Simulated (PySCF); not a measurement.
An EPR property job and its printed output. Input:

```
{"job": {"kind": "epr"}, "charge": -1, "multiplicity": 2}
C      3.592038    -0.501259    -0.619564
C      3.574013     0.815274    -0.132255
C      2.366105     1.414986     0.202804
C      1.134099     0.730259     0.066461
N     -0.020100     1.345953     0.402474
C     -1.154921     0.630691     0.245232
C     -2.405266     1.207398     0.575813
C     -3.594494     0.504005     0.428111
C     -3.575708    -0.812571    -0.059096
C     -2.366973    -1.411050    -0.393690
C     -1.135604    -0.725397    -0.257090
N      0.018402    -1.341375    -0.593251
C      1.152854    -0.625854    -0.435905
C      2.402394    -1.203847    -0.767025
H      4.542697    -0.974839    -0.884076
H      4.510532     1.369828    -0.016437
H      2.319576     2.438727     0.584306
H     -2.388131     2.233721     0.952720
H     -4.545546     0.977014     0.692324
H     -4.511743    -1.367927    -0.175092
H     -2.319381    -2.434750    -0.775166
H      2.384337    -2.230197    -1.143987
```

Computed, not measured: UKS B3LYP, IGLO-III on C N, pcH-1 on H, non-relativistic, mean-field spin-orbit, GIAO in PySCF. Isolated species at its PBE0-D3(BJ)/def2-SVP geometry, gas phase. Whether the extra electron is bound in the gas phase wasn't checked; a finite basis holds it in any case. No frequencies were computed at this geometry's level, so the symmetric structure isn't shown to be a minimum.

Output of the driver script. Atoms in this output count from 0.

```
UKS, coarse grid
  cycle   1  E = -571.73290304  |g| = 4.73e-01
  cycle   2  E = -571.68645530  |g| = 5.89e-01
  cycle   3  E = -571.85815906  |g| = 8.36e-02
  cycle   4  E = -571.85905152  |g| = 6.58e-02
  cycle   5  E = -571.86098809  |g| = 1.61e-02
  cycle   6  E = -571.86111430  |g| = 8.36e-03
  cycle   7  E = -571.86115720  |g| = 1.76e-03
  cycle   8  E = -571.86116278  |g| = 1.10e-03
  cycle   9  E = -571.86116208  |g| = 3.75e-04
UKS, final grid
  cycle   1  E = -571.86115156  |g| = 6.02e-04
  cycle   2  E = -571.86115129  |g| = 9.73e-04
  cycle   3  E = -571.86115173  |g| = 9.01e-05
  cycle   4  E = -571.86115173  |g| = 3.52e-05
  cycle   5  E = -571.86115173  |g| = 1.78e-05
E = -571.86115173 Eh   <S^2> = 0.7609 (exact 0.7500)
g shifts (ppm)      1          2          3
  rmc          -189       -189       -189
  gc            -13         39         41
  oz_so         -11       1500       1967
  total        -214       1350       1818
hyperfine (MHz)  atom isotope    a_iso     a_fc   dipolar eigenvalues
    0   13C      -0.64      -0.64     -4.48     -4.02      8.49
    1   13C      -0.57      -0.57     -4.52     -4.07      8.59
    2   13C       5.41       5.41     -8.29     -8.08     16.37
    3   13C     -12.15     -12.15     -2.48      0.02      2.46
    4   14N      11.16      11.16    -12.55    -12.54     25.08
    5   13C     -12.18     -12.18     -2.52      0.03      2.49
    6   13C       5.43       5.43     -8.29     -8.08     16.38
    7   13C      -0.60      -0.60     -4.50     -4.04      8.53
    8   13C      -0.60      -0.60     -4.50     -4.04      8.54
    9   13C       5.44       5.44     -8.31     -8.10     16.41
   10   13C     -12.17     -12.17     -2.50      0.03      2.48
   11   14N      11.16      11.16    -12.56    -12.54     25.10
   12   13C     -12.19     -12.19     -2.53      0.04      2.49
   13   13C       5.46       5.46     -8.31     -8.11     16.42
   14    1H      -4.18      -4.18     -2.74     -0.84      3.58
   15    1H      -4.23      -4.23     -2.77     -0.83      3.60
   16    1H      -7.03      -7.03     -3.09     -1.58      4.66
   17    1H      -7.03      -7.03     -3.09     -1.58      4.66
   18    1H      -4.20      -4.20     -2.75     -0.84      3.59
   19    1H      -4.20      -4.20     -2.76     -0.84      3.59
   20    1H      -7.05      -7.05     -3.09     -1.58      4.67
   21    1H      -7.05      -7.05     -3.09     -1.58      4.67
```

|g| in the SCF lines is the orbital gradient. In the g block, columns 1 to 3 are the principal axes in rising order; rmc is the relativistic mass correction, gc the gauge correction and oz_so the orbital-Zeeman/spin–orbit term. a_fc is the Fermi-contact part of a_iso, here all of it, since this run has no spin–orbit term in the hyperfine coupling.

**Question.** What does the output say about convergence, stability and spin contamination?

**Answer.** The SCF converged after 14 cycles in all, 9 of them on the coarse grid; no stability test was run. The unrestricted determinant has ⟨S²⟩ = 0.7609 (exact 0.7500), so spin contamination is small.

**Question.** What are the principal g values and g_iso?

**Answer.** Adding the total shifts to 2.002319 gives 2.00211, 2.00367, 2.00414; their mean shift is 985 ppm, so g_iso = 2.00330.

**Question.** Which couplings shape the isotropic spectrum at natural abundance (0.05 mT or more)? Keep the log's numbering.

**Answer.** atoms 4, 11 (14N, I = 1): mean 11.2 MHz = 0.40 mT in magnitude, a 1:2:3:2:1 quintet; atoms 16, 17, 20, 21 (1H, I = 1/2): mean -7.0 MHz = 0.25 mT in magnitude, a 1:4:6:4:1 quintet; atoms 14, 15, 18, 19 (1H, I = 1/2): mean -4.2 MHz = 0.15 mT in magnitude, a 1:4:6:4:1 quintet. Together 125 lines to first order. 

**Question.** What are the principal values of the full tensor of atom 4 (14N)?

**Answer.** a_iso plus each dipolar eigenvalue: -1.39, -1.38, 36.25 MHz.

The species is `C1=CC=C2N=C3C=CC=CC3=NC2=C1` (phenazine radical anion) [SMILES of the parent framework; charge -1 and doublet state]. The run used 570 basis functions and 5 iterations of the response equations.
Labels such as C1 count atoms from 1, the log's own numbers from 0.
